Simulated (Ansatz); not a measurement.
# Worked example: C5H10O + MgH(NH2) → C4H9NO + MgH(CH3)

Species: C5H10O (2-pentanone) `CCCC(C)=O`, singlet; MgH(NH2), singlet; C4H9NO (butyramide) `CCCC(N)=O`, singlet; MgH(CH3), singlet. The partners trade CH3 for NH2: C–CH3 and Mg–NH2 bonds give way to C–NH2 and Mg–CH3.

Shapes, held fixed at every level: PBE0-D4/def2-TZVP. Flexible molecules stand in one conformer, not always the lowest. Programs: Ansatz 0.2.0. Electronic energies: no zero-point or thermal term.

At CCSD(T)/def2-TZVPP; 1 Eh = 2625.50 kJ/mol:

```
 species  energy (Eh)
  C5H10O  -271.321102
MgH(NH2)  -256.289813
  C4H9NO  -287.377605
MgH(CH3)  -240.223093
```

Question: Work out ΔE of the reaction at this level.

Answer: 
1. Products less reactants: (-287.377605) + (-240.223093) − [(-271.321102) + (-256.289813)] = 0.010217 Eh = +26.8 kJ/mol.

Other levels give +9.2 (PBE-D4/def2-TZVPP) to +28.0 kJ/mol (CCSD/def2-TZVPP). No measured value is set beside it here. Correlated rows may include outer-core shells of Mg, which these sets cover unevenly.
